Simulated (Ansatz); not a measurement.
# Rutile PbO₂

The numbers are results of PBEsol in Ansatz (PAW), not measurements.

Numerical settings: plane-wave cutoff 520 eV, 12×12×16 k mesh (along the axes of the cell as run), Fermi–Dirac smearing 0.05 eV, scalar-relativistic PAW data made under PBE.

Cell (relaxed at this level):

PbO₂ is taken in the tetragonal space group P4₂/mnm (No. 136), the rutile structure, Pearson symbol tP6. Lattice parameters: a = b = 4.9983 Å, c = 3.4116 Å, α = β = γ = 90.00°. Pb on 2a is surrounded by 6 O at 2.174–2.182 Å (octahedral). O on 4f has 3 Pb at 2.174–2.182 Å (trigonal planar). (Neighbours: up to the widest gap in distance over summed covalent radii, below 1.35, at either atom; cation-cation and far metal-metal contacts left out.)

For rutile PbO₂, the bulk modulus B0 comes out as 125 GPa and the pressure derivative B′ of the bulk modulus comes out as 5.9.

Note: the bulk modulus comes from volumes at which shape and atoms were relaxed.

Spin–orbit coupling is not included; it can shift volumes and moduli of such heavy elements.

Static lattice: no zero-point or thermal effects.

Ansatz is a first-principles code.
